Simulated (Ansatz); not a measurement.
Born–Oppenheimer molecular dynamics of BH$_{4}$NO (7 atoms, charge 0, multiplicity 1). It starts from a relaxed structure.

All numbers below come from RKS PBE0/def2-TZVP in Ansatz.

```json
{
  "ensemble": "NVT, Nosé–Hoover chain",
  "time step": "1 fs",
  "steps asked": "100",
  "set temperature": "1000 K",
  "thermostat": "time constant 300 fs, chain length 3",
  "seed": "874852"
}
```

First frame:

```xyz
7
Properties=species:S:1:pos:R:3
B 0.058 0.069 -0.002
O -0.006 -0.521 1.234
H -0.866 -0.424 1.643
N 1.258 0.004 -0.714
H 2.076 -0.459 -0.355
H 1.374 0.413 -1.622
H -0.889 0.636 -0.477
```

**Question.** How far do the bonds stretch over the last three quarters of this one trajectory? (Pairs bonded in most of those frames.)

**Answer.** 
| bond | mean (Å) | spread (Å) | shortest | longest |
| --- | --- | --- | --- | --- |
| B1–O2 | 1.380 | 0.056 | 1.30 | 1.47 |
| B1–N4 | 1.401 | 0.036 | 1.33 | 1.46 |
| B1–H7 | 1.214 | 0.052 | 1.13 | 1.30 |
| O2–H3 | 0.958 | 0.011 | 0.94 | 0.98 |
| N4–H5 | 1.013 | 0.046 | 0.93 | 1.09 |
| N4–H6 | 1.013 | 0.052 | 0.92 | 1.09 |

Mean temperature of the second half: 493 K. The conserved energy stayed within 5 meV per atom of its start (net change 4.7 meV per atom), so there is no drift, though single steps change it by up to 25 meV in the whole system, a sign of fast motions only just resolved. The mean temperature of the second half is 51 % below the set value. A run of 0.1 ps of so small a system gives no equilibrium averages.

The run took 98 s on 2 threads of Arm Neoverse V2, with other jobs on the host, peak memory 0.18 GiB.
